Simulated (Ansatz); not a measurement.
Task: a rigid scan of one bond length of C2H5O, SMILES [CH2]CO, with Ansatz 0.2.0 through its Python package. Give the script and its output. Settings (for the species named): B3LYP, cc-pVDZ basis, multiplicity 2, D3BJ dispersion.

```xyz
8

C    -0.5438    0.1442   -0.7590
C     0.2441    0.2758    0.4424
O     0.3970   -1.0267    0.9389
H    -1.3406   -0.5054   -0.8121
H    -0.5529    0.9732   -1.5273
H    -0.2417    0.9055    1.2048
H     1.2526    0.7132    0.2184
H     0.8775   -1.5369    0.2381
```

`scan.py`:
```python
# -*- coding: utf-8 -*-
import ansatz as az
import numpy as np

molecule = (
    az.Crystal.molecule()
    .atom("C", (-0.5438, 0.1442, -0.759))
    .atom("C", (0.2441, 0.2758, 0.4424))
    .atom("O", (0.397, -1.0267, 0.9389))
    .atom("H", (-1.3406, -0.5054, -0.8121))
    .atom("H", (-0.5529, 0.9732, -1.5273))
    .atom("H", (-0.2417, 0.9055, 1.2048))
    .atom("H", (1.2526, 0.7132, 0.2184))
    .atom("H", (0.8775, -1.5369, 0.2381))
)

symbols = [site.symbol for site in molecule.cartesian_sites]
start = np.array([site.position_ang for site in molecule.cartesian_sites])
axis = (start[7] - start[2]) / np.linalg.norm(start[7] - start[2])
moving = [7]
lengths, energies = [0.84, 0.91, 0.99, 1.09, 1.24, 1.49, 1.78, 2.18], []
for length in lengths:
    xyz = start.copy()
    xyz[moving] += (length - np.linalg.norm(start[7] - start[2])) * axis
    point = az.Crystal.molecule()
    for symbol, place in zip(symbols, xyz):
        point = point.atom(symbol, place.tolist())
    calc = (
        point.calculation()
        .basis(gaussian="cc-pVDZ")
        .functional("B3LYP", dispersion="d3bj")
        .spin("collinear", total=1)
    )
    summary = calc.run(threads=1, backend="cpu").report
    energies.append(summary["free_energy_ev"])
    print(f"r = {length:6.3f} A  E = {energies[-1]:.5f} eV  <S^2> = {abs(summary['mean_field']['state']['spin_squared']):.3f}")

print("energy above the lowest point (eV):", [round(e - min(energies), 3) for e in energies])
```

Running `python scan.py` prints:
```text
r =  0.840 A  E = -4200.05532 eV  <S^2> = 0.753
r =  0.910 A  E = -4200.51624 eV  <S^2> = 0.753
r =  0.990 A  E = -4200.59792 eV  <S^2> = 0.753
r =  1.090 A  E = -4200.32532 eV  <S^2> = 0.753
r =  1.240 A  E = -4199.57924 eV  <S^2> = 0.754
r =  1.490 A  E = -4198.19957 eV  <S^2> = 0.758
r =  1.780 A  E = -4196.99660 eV  <S^2> = 1.086
r =  2.180 A  E = -4196.36133 eV  <S^2> = 1.533
energy above the lowest point (eV): [0.543, 0.082, 0.0, 0.273, 1.019, 2.398, 3.601, 4.237]
```

What to keep in mind:
- Total energies depend on the basis set; only differences at equal settings carry meaning.
- The rest of the molecule is held rigid at a force-field or estimated start geometry, and the basis set is modest; single-reference methods fail as a bond breaks.
- The run takes the species as open-shell (spin multiplicity 2), which needn't be its ground state.
- The expectation value of S² is noticeably off S(S+1) in at least one run, so that state is spin-contaminated.
- b3lyp holds the VWN-RPA fit, as in Gaussian; the form of ORCA and Turbomole is b3lyp5.
- Timing: 32 s on 1 thread of Arm Neoverse V2, with other jobs on the host, peak memory 0.22 GiB.
